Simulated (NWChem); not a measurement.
Program: NWChem. System: C$_{3}$H$_{7}$, charge 0, spin multiplicity 2, at a geometry optimised with UB3LYP/def2-SVP. The structure started from a generated list of species. Its SCF solution wasn't tested for a lower state. Level: UHF/def2-TZVP.

Input file:

```
start mol
memory heap 200 mb stack 900 mb global 1100 mb
geometry units angstroms nocenter noautoz
  C     -0.087337    -0.176307    -1.300663
  C      0.197533     0.494604     0.000000
  C     -0.087337    -0.176307     1.300663
  H     -0.046202     0.525982    -2.148446
  H     -1.082273    -0.658542    -1.303266
  H      0.642318    -0.986127    -1.523094
  H      0.835157     1.385439     0.000000
  H     -0.046202     0.525982     2.148446
  H      0.642318    -0.986127     1.523094
  H     -1.082273    -0.658542     1.303266
  symmetry group Cs
end
basis spherical
  * library def2-tzvp
end
scf
  uhf
  nopen 1
  maxiter 100
  thresh 1e-7
  semidirect memsize 60000000 filesize 0
  # guess.movecs holds the orbitals of an unrestricted PBE0 run
  vectors input guess.movecs output mol.movecs
end
task scf energy
```

NWChem printed:

```
             Northwest Computational Chemistry Package (NWChem) 7.3.0
             --------------------------------------------------------

                                NWChem Input Module
                                -------------------

 Scaling coordinates for geometry "geometry" by  1.889725989
 (inverse scale =  0.529177249)

 Turning off AUTOSYM since
 SYMMETRY directive was detected!

                             Geometry "geometry" -> ""
                             -------------------------

 Output coordinates in angstroms (scale by  1.889725989 to convert to a.u.)

  No.       Tag          Charge          X              Y              Z
 ---- ---------------- ---------- -------------- -------------- --------------
    1 C                    6.0000    -0.08733700    -0.17630700    -1.30066300
    2 C                    6.0000     0.19753300     0.49460400     0.00000000
    3 C                    6.0000    -0.08733700    -0.17630700     1.30066300
    4 H                    1.0000    -0.04620200     0.52598200    -2.14844600
    5 H                    1.0000    -1.08227300    -0.65854200    -1.30326600
    6 H                    1.0000     0.64231800    -0.98612700    -1.52309400
    7 H                    1.0000     0.83515700     1.38543900     0.00000000
    8 H                    1.0000    -0.04620200     0.52598200     2.14844600
    9 H                    1.0000     0.64231800    -0.98612700     1.52309400
   10 H                    1.0000    -1.08227300    -0.65854200     1.30326600

 Effective nuclear repulsion energy (a.u.)      75.0760977859

            Nuclear Dipole moment (a.u.)
            ----------------------------
        X                 Y               Z
 ---------------- ---------------- ----------------
    -0.0000056692     0.0000094486     0.0000000000

      Symmetry information
      --------------------

 Group name             Cs
 Group number              2
 Group order               2
 No. of unique centers     6

      Symmetry unique atoms

     1    2    4    5    6    7


 Summary of "ao basis" -> "" (spherical)
 ------------------------------------------------------------------------------
       Tag                 Description            Shells   Functions and Types
 ---------------- ------------------------------  ------  ---------------------
 *                         def2-tzvp                  on all atoms

 Summary of "ao basis" -> "ao basis" (spherical)
 ------------------------------------------------------------------------------
       Tag                 Description            Shells   Functions and Types
 ---------------- ------------------------------  ------  ---------------------
 C                         def2-tzvp                11       31   5s3p2d1f
 H                         def2-tzvp                 4        6   3s1p

                                 NWChem SCF Module
                                 -----------------

  ao basis        = "ao basis"
  functions       =   135
  atoms           =    10
  alpha electrons =    13
  beta  electrons =    12
  charge          =   0.00
  wavefunction    = UHF
  use symmetry    = T
  symmetry adapt  = T

 Summary of "ao basis" -> "ao basis" (spherical)
 ------------------------------------------------------------------------------
       Tag                 Description            Shells   Functions and Types
 ---------------- ------------------------------  ------  ---------------------
 C                         def2-tzvp                11       31   5s3p2d1f
 H                         def2-tzvp                 4        6   3s1p

      Symmetry analysis of basis
      --------------------------

        a'         75
        a"         60

 Forming initial guess at       0.1s

   Symmetry analysis of molecular orbitals - initial alpha
   -------------------------------------------------------

  Numbering of irreducible representations:

     1 a'          2 a"

  Orbital symmetries:

     1 a'          2 a"          3 a'          4 a'          5 a"
     6 a'          7 a'          8 a'          9 a"         10 a"
    11 a"         12 a'         13 a'         14 a'         15 a"
    16 a'         17 a'         18 a'         19 a"         20 a"
    21 a'         22 a'         23 a"

   Symmetry analysis of molecular orbitals - initial beta
   ------------------------------------------------------

  Numbering of irreducible representations:

     1 a'          2 a"

  Orbital symmetries:

     1 a'          2 a"          3 a'          4 a'          5 a"
     6 a'          7 a'          8 a'          9 a"         10 a"
    11 a"         12 a'         13 a'         14 a'         15 a"
    16 a'         17 a'         18 a'         19 a"         20 a"
    21 a'         22 a'         23 a"

 Starting SCF solution at       0.1s

 ----------------------------------------------
         Quadratically convergent UHF

 Convergence threshold     :          1.000E-07
 Maximum no. of iterations :          100
 Integral*density screening:          1.000E-09
 ----------------------------------------------

              iter       energy          gnorm     gmax       time
             ----- ------------------- --------- --------- --------
                 1     -117.6633649303  4.70D-01  8.22D-02      2.2
                 2     -117.6785512750  2.60D-02  9.35D-03      3.1
                 3     -117.6787926754  5.26D-04  1.65D-04      4.9
                 4     -117.6787928056  2.55D-07  3.97D-08      8.5
                 5     -117.6787928056  6.20D-09  1.09D-09     10.5

       Final UHF  results
[...]
  ----- ------------  ---------------      ----- ------------  ---------------
    40      0.353576   2 C  px               37      0.335512   2 C  px
    43      0.285788   2 C  px               41     -0.215004   2 C  py
    38     -0.206184   2 C  py               44     -0.184414   2 C  py

 Vector   14  Occ=0.000000D+00  E= 1.429459D-01  Symmetry=a'
              MO Center= -7.0D-02, -4.5D-01,  9.2D-15, r^2= 8.9D+00
   Bfn.  Coefficient  Atom+Function         Bfn.  Coefficient  Atom+Function
  ----- ------------  ---------------      ----- ------------  ---------------
     5      4.718192   1 C  s                67      4.718192   3 C  s
    36     -2.091870   2 C  s               108     -1.603325   6 H  s
   126     -1.603325   9 H  s                96     -1.495495   4 H  s
   120     -1.495495   8 H  s               102     -1.478320   5 H  s
   132     -1.478320  10 H  s                44      0.703030   2 C  py

 Vector   15  Occ=0.000000D+00  E= 1.770282D-01  Symmetry=a"
              MO Center= -2.4D-02, -2.7D-01,  5.2D-13, r^2= 1.0D+01
   Bfn.  Coefficient  Atom+Function         Bfn.  Coefficient  Atom+Function
  ----- ------------  ---------------      ----- ------------  ---------------
     5      6.009434   1 C  s                67     -6.009434   3 C  s
    45      1.838113   2 C  pz              108     -1.760750   6 H  s
   126      1.760750   9 H  s                96     -1.649292   4 H  s
   120      1.649292   8 H  s               102     -1.585663   5 H  s
   132      1.585663  10 H  s                 4     -0.472766   1 C  s

 Vector   16  Occ=0.000000D+00  E= 1.836379D-01  Symmetry=a'
              MO Center=  4.7D-01,  1.1D+00, -4.9D-13, r^2= 6.8D+00
   Bfn.  Coefficient  Atom+Function         Bfn.  Coefficient  Atom+Function
  ----- ------------  ---------------      ----- ------------  ---------------
   114     -3.014910   7 H  s                36      2.899131   2 C  s
    43      0.890633   2 C  px               44      0.846023   2 C  py
   102      0.844212   5 H  s               132      0.844212  10 H  s
     5     -0.772439   1 C  s                67     -0.772439   3 C  s
    96     -0.682783   4 H  s               120     -0.682783   8 H  s

                     UHF Final Beta Molecular Orbital Analysis
                     -----------------------------------------

 Vector   10  Occ=1.000000D+00  E=-5.218474D-01  Symmetry=a"
              MO Center= -2.1D-02, -4.6D-01,  1.2D-14, r^2= 3.2D+00
   Bfn.  Coefficient  Atom+Function         Bfn.  Coefficient  Atom+Function
  ----- ------------  ---------------      ----- ------------  ---------------
     6      0.204395   1 C  px               68     -0.204395   3 C  px
     9      0.178809   1 C  px               71     -0.178809   3 C  px
   107      0.166486   6 H  s               125     -0.166486   9 H  s

 Vector   11  Occ=1.000000D+00  E=-4.932104D-01  Symmetry=a"
              MO Center= -2.9D-02,  1.2D-01,  6.3D-14, r^2= 3.0D+00
   Bfn.  Coefficient  Atom+Function         Bfn.  Coefficient  Atom+Function
  ----- ------------  ---------------      ----- ------------  ---------------
     8      0.234720   1 C  pz               70      0.234720   3 C  pz
    39     -0.218460   2 C  pz               11      0.203866   1 C  pz
    73      0.203866   3 C  pz               42     -0.175085   2 C  pz
    95     -0.161590   4 H  s               119      0.161590   8 H  s

 Vector   12  Occ=1.000000D+00  E=-4.822211D-01  Symmetry=a'
              MO Center=  2.6D-02,  2.4D-01, -1.9D-14, r^2= 2.9D+00
   Bfn.  Coefficient  Atom+Function         Bfn.  Coefficient  Atom+Function
  ----- ------------  ---------------      ----- ------------  ---------------
   113      0.221397   7 H  s                38      0.185794   2 C  py
     7     -0.159136   1 C  py               69     -0.159136   3 C  py

 Vector   13  Occ=0.000000D+00  E= 1.350716D-01  Symmetry=a'
              MO Center=  1.6D-01,  1.6D-01,  4.2D-16, r^2= 4.3D+00
   Bfn.  Coefficient  Atom+Function         Bfn.  Coefficient  Atom+Function
  ----- ------------  ---------------      ----- ------------  ---------------
     5      1.353676   1 C  s                67      1.353676   3 C  s
   108     -1.129108   6 H  s               126     -1.129108   9 H  s
    36     -0.625767   2 C  s                43      0.481852   2 C  px
    44     -0.404131   2 C  py               96     -0.403406   4 H  s
   120     -0.403406   8 H  s                12      0.254866   1 C  px

 Vector   14  Occ=0.000000D+00  E= 1.458327D-01  Symmetry=a'
              MO Center= -2.0D-01, -3.2D-01, -1.7D-15, r^2= 8.3D+00
   Bfn.  Coefficient  Atom+Function         Bfn.  Coefficient  Atom+Function
  ----- ------------  ---------------      ----- ------------  ---------------
     5      4.499732   1 C  s                67      4.499732   3 C  s
    36     -1.878402   2 C  s               102     -1.613946   5 H  s
   132     -1.613946  10 H  s                96     -1.465672   4 H  s
   120     -1.465672   8 H  s               108     -1.264380   6 H  s
   126     -1.264380   9 H  s                44      0.874066   2 C  py

 Vector   15  Occ=0.000000D+00  E= 1.785357D-01  Symmetry=a"
              MO Center= -3.6D-02, -2.2D-01,  4.4D-14, r^2= 1.0D+01
   Bfn.  Coefficient  Atom+Function         Bfn.  Coefficient  Atom+Function
  ----- ------------  ---------------      ----- ------------  ---------------
     5      6.007611   1 C  s                67     -6.007611   3 C  s
    45      1.831271   2 C  pz              108     -1.719568   6 H  s
   126      1.719568   9 H  s                96     -1.695107   4 H  s
   120      1.695107   8 H  s               102     -1.599931   5 H  s
   132      1.599931  10 H  s                 4     -0.484133   1 C  s

 center of mass
 --------------
 x =   0.00597262 y =   0.03710030 z =   0.00000000

 moments of inertia (a.u.)
 ------------------
         239.247604385746         -10.057160433413           0.000000000000
         -10.057160433413         223.389567457780           0.000000000000
           0.000000000000           0.000000000000          48.359560605874

  Mulliken analysis of the total density
  --------------------------------------

    Atom       Charge   Shell Charges
 -----------   ------   -------------------------------------------------------
    1 C    6     6.29   0.85  1.12  0.47  0.66  0.07  1.25  1.40  0.37  0.02  0.06  0.00
    2 C    6     6.14   0.85  1.12  0.48  0.64  0.12  1.21  1.32  0.29  0.02  0.08  0.01
    3 C    6     6.29   0.85  1.12  0.47  0.66  0.07  1.25  1.40  0.37  0.02  0.06  0.00
    4 H    1     0.89   0.26  0.50  0.11  0.02
    5 H    1     0.90   0.26  0.49  0.12  0.02
    6 H    1     0.90   0.26  0.49  0.13  0.02
    7 H    1     0.89   0.26  0.50  0.11  0.02
    8 H    1     0.89   0.26  0.50  0.11  0.02
    9 H    1     0.90   0.26  0.49  0.13  0.02
   10 H    1     0.90   0.26  0.49  0.12  0.02

  Mulliken analysis of the alpha density
  --------------------------------------

    Atom       Charge   Shell Charges
 -----------   ------   -------------------------------------------------------
    1 C    6     3.07   0.43  0.56  0.23  0.32  0.03  0.60  0.67  0.17  0.01  0.04  0.00
    2 C    6     3.66   0.43  0.56  0.26  0.35  0.08  0.79  0.91  0.24  0.01  0.04  0.00
    3 C    6     3.07   0.43  0.56  0.23  0.32  0.03  0.60  0.67  0.17  0.01  0.04  0.00
    4 H    1     0.45   0.13  0.25  0.06  0.01
    5 H    1     0.46   0.13  0.26  0.06  0.01
    6 H    1     0.49   0.14  0.27  0.07  0.01
    7 H    1     0.40   0.12  0.22  0.04  0.01
    8 H    1     0.45   0.13  0.25  0.06  0.01
    9 H    1     0.49   0.14  0.27  0.07  0.01
   10 H    1     0.46   0.13  0.26  0.06  0.01

   Mulliken analysis of the beta density
   -------------------------------------

    Atom       Charge   Shell Charges
 -----------   ------   -------------------------------------------------------
    1 C    6     3.22   0.43  0.56  0.24  0.35  0.04  0.64  0.73  0.20  0.01  0.02  0.00
    2 C    6     2.48   0.43  0.56  0.22  0.29  0.05  0.41  0.41  0.06  0.01  0.03  0.00
    3 C    6     3.22   0.43  0.56  0.24  0.35  0.04  0.64  0.73  0.20  0.01  0.02  0.00
    4 H    1     0.44   0.13  0.24  0.05  0.01
    5 H    1     0.44   0.13  0.24  0.06  0.01
    6 H    1     0.41   0.12  0.23  0.05  0.01
    7 H    1     0.49   0.14  0.28  0.07  0.01
    8 H    1     0.44   0.13  0.24  0.05  0.01
    9 H    1     0.41   0.12  0.23  0.05  0.01
   10 H    1     0.44   0.13  0.24  0.06  0.01

   Mulliken analysis of the spin density
   -------------------------------------

    Atom       Charge   Shell Charges
 -----------   ------   -------------------------------------------------------
    1 C    6    -0.16  -0.00  0.00 -0.01 -0.03 -0.01 -0.04 -0.07 -0.03  0.00  0.02  0.00
    2 C    6     1.18   0.00 -0.00  0.04  0.06  0.03  0.38  0.50  0.18 -0.00  0.01 -0.00
    3 C    6    -0.16  -0.00  0.00 -0.01 -0.03 -0.01 -0.04 -0.07 -0.03  0.00  0.02  0.00
    4 H    1     0.01   0.00  0.01  0.00 -0.00
    5 H    1     0.03   0.01  0.02  0.01 -0.00
    6 H    1     0.07   0.02  0.04  0.02 -0.00
    7 H    1    -0.09  -0.02 -0.05 -0.03  0.01
    8 H    1     0.01   0.00  0.01  0.00 -0.00
    9 H    1     0.07   0.02  0.04  0.02 -0.00
   10 H    1     0.03   0.01  0.02  0.01 -0.00

       Multipole analysis of the density wrt the origin
       ------------------------------------------------

     L   x y z        total         alpha         beta         nuclear
     -   - - -        -----         -----         ----         -------
     0   0 0 0     -0.000000    -13.000000    -12.000000     25.000000

     1   1 0 0      0.048117     -0.092919      0.141042     -0.000006
     1   0 1 0     -0.040088     -0.405345      0.365248      0.000009
     1   0 0 1     -0.000000      0.000000     -0.000000      0.000000

     2   2 0 0    -15.888962    -16.452958    -14.417260     14.981257
     2   1 1 0      0.423551     -3.062724     -3.791796      7.278071
     2   1 0 1      0.000000      0.000000      0.000000      0.000000
     2   0 2 0    -15.797683    -21.936156    -19.308260     25.446733
     2   0 1 1      0.000000      0.000000      0.000000      0.000000
     2   0 0 2    -15.719515    -75.775261    -74.105450    134.161196

 Task  times  cpu:       10.6s     wall:       10.6s

 Total times  cpu:       10.6s     wall:       10.6s
```
